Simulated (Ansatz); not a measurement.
# CH₅Al (triplet): the correlation ladder at distance Al1–H4 along a hydrogen transfer = 2.002 Å, cc-pVDZ

How much of the correlation energy of CH₅Al (triplet) does each wave-function method recover here?

The runs use Ansatz 0.2.0, Gaussian basis; cc-pVDZ, core rule «outside noble gas», up to 6 orbitals frozen.

The runs, in order: UHF; CCSD(T) on ROHF; CCSD(T) on UHF; BCCD(T) on ROHF; CISD; CCSDT(Q) on ROHF; CCSDT(Q) on UHF; CASSCF and NEVPT2, 4 electrons in 4 orbitals.

7 further runs of the same task are left out: 1 for a mislabelled method, 6 that didn't finish.

### Step 1. The system

The geometry derives from fragments relaxed apart (PBE0/def2-TZVP) and kept rigid, so it is no stationary point. A hydrogen atom is moved between rigid fragments.

7 atoms, charge 0, spin multiplicity 3.

Atoms are counted from 1 here; the program's logs count them from 0.

Bond lengths: Al1–H2 1.586 Å, Al1–H3 1.586 Å, H4–C5 1.090 Å, C5–H6 1.079 Å, C5–H7 1.079 Å. Angles: H2–Al1–H3 120.0°, H4–C5–H6 112.6°, H4–C5–H7 112.6°, H6–C5–H7 134.8°.

### Step 2. UHF

Contents of in.yaml:

```yaml
crystal:
  periodic: [false, false, false]
  atoms:
    - {symbol: Al, position_ang: [-1.013473, 0.000000, 0.000000]}
    - {symbol: H, position_ang: [-1.806396, 1.373384, 0.000000]}
    - {symbol: H, position_ang: [-1.806396, -1.373384, 0.000000]}
    - {symbol: H, position_ang: [0.988527, 0.000000, 0.000000]}
    - {symbol: C, position_ang: [2.078527, 0.000000, 0.000000]}
    - {symbol: H, position_ang: [2.492996, 0.000000, 0.996161]}
    - {symbol: H, position_ang: [2.492996, 0.000000, -0.996161]}
basis:
  gaussian: {orbitals: cc-pVDZ}
magnetization: {spin_polarized: true, initial_magnetization: 2}
hamiltonian: {xc: hf}
output: {orbitals: {seedname: orbitals}}
```

Run with:

```console
> ansatz run in.yaml --threads 1 --pin off --events-out ev --progress --plain --max-ram 2393MiB
```

The runs that follow: CCSD(T) on ROHF; CCSD(T) on UHF; BCCD(T) on ROHF; CISD; CCSDT(Q) on ROHF; CCSDT(Q) on UHF; CASSCF and NEVPT2, 4 electrons in 4 orbitals.

Before running them: what should the planned runs give, taken together? Wanted: UCCSDT(Q) below the RHF energy; RMP2 from UCCSDT(Q); UMP2 from UCCSDT(Q); RCCSD from UCCSDT(Q); RCCSD(T) from UCCSDT(Q); UCCSD(T) from UCCSDT(Q); RCCSDT(Q) from UCCSDT(Q); NEVPT2 pair from UCCSDT(Q); T1 diagnostic.

As calculated:

| quantity | value |
| --- | --- |
| UCCSDT(Q) below the RHF energy | -6.6654 eV |
| RMP2 from UCCSDT(Q) | +125.6 kJ/mol |
| UMP2 from UCCSDT(Q) | +126.2 kJ/mol |
| RCCSD from UCCSDT(Q) | +15.0 kJ/mol |
| RCCSD(T) from UCCSDT(Q) | +3.0 kJ/mol |
| UCCSD(T) from UCCSDT(Q) | +3.0 kJ/mol |
| RCCSDT(Q) from UCCSDT(Q) | +0.1 kJ/mol |
| NEVPT2 pair from UCCSDT(Q) | +128.8 kJ/mol |
| levels within 1 kcal/mol (43 meV) | RCCSD(T), UCCSD(T), BCCD(T), RCCSDT, UCCSDT, RCCSDT(Q) |
| T1 diagnostic | 0.018 |

RCCSD(T) misses by +3.0 kJ/mol, 0.5 % of the correlation energy. These misses are within one basis, not against nature; the frozen cores of restricted and unrestricted runs differ, which can shift their rows.
